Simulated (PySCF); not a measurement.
**Induced dipoles and field energies**

Species: MgMe(NH2), CH5MgN.
Structure used (PBE0-D3(BJ)/def2-SVP), in Å, numbered top down from 1:
```
atom  x, y, z in Å
Mg1   -0.002    0.005   -0.337
C2     0.009   -0.008    1.755
H3     0.059    1.008    2.181
H4     0.871   -0.569    2.156
H5    -0.898   -0.485    2.166
N6    -0.012    0.018   -2.235
H7     0.801    0.000   -2.845
H8    -0.828    0.031   -2.840
```

Level: PBE0/def2-SVPD (PySCF); nuclei fixed, core orbitals frozen in the response. Permanent dipole (-0.002, -0.018, -0.242) D (1 au = 2.5417 D). Static polarisability (au):

```
x   42.22  0.08  0.09
y    0.08 46.60 -0.22
z    0.09 -0.22 61.64
```

Only the terms in μ and α are kept: μ(F) = μ + αF and ΔE = −μ·F − ½ F·αF.

Problem. Apply 0.003 au along ±x, ±y and ±z in turn. Tabulate induced and total dipoles and both energy terms.

Solution. 
```tsv
field along	induced x (D)	induced y (D)	induced z (D)	total size (D)	−μ·F (kJ/mol)	−½F·αF (kJ/mol)
+x	0.322	0.001	0.001	0.401	+0.006	-0.499
−x	-0.322	-0.001	-0.001	0.405	-0.006	-0.499
+y	0.001	0.355	-0.002	0.416	+0.056	-0.551
−y	-0.001	-0.355	0.002	0.444	-0.056	-0.551
+z	0.001	-0.002	0.470	0.229	+0.750	-0.728
−z	-0.001	0.002	-0.470	0.712	-0.750	-0.728
```

Problem. For the field (0.0027, -0.0030, 0.0006) au, what is the induced dipole, and what angle does it make with the field?

Solution. αF = (0.289, -0.355, 0.096) D, at 4.4° to the field. The polarisability along this direction, F·αF/F², is 44.99 au, against a mean of 50.15 au.

Problem. At what field along the permanent dipole would the induced dipole along it equal the permanent one, in this linear picture?

Solution. The polarisability along the dipole is 61.52 au, so F = 0.0955 au / 61.52 au = 0.0016 au = 0.08 V/Å; higher-order terms are ignored.

Problem. What field makes μF equal to kT at 400 K?

Solution. kT = 1.2667 × 10⁻³ Eh, so F = 0.0133 au = 68.2 MV/cm.

Problem. Induction energy −ᾱe²/2R⁴ of a unit charge at 6 Å, the molecule taken as a point?

Solution. R = 11.34 bohr, so the energy is −50.2/(2 × 11.34⁴) Eh = -3.98 kJ/mol. The charge–dipole term at its most favourable orientation, −μe/R², is -1.95 kJ/mol.

Isolated species at its PBE0-D3(BJ)/def2-SVP geometry, gas phase.

The run behind these numbers computed excited states as well. The run took 5.0 s on Arm Neoverse V1, one thread, no GPU (shared host).
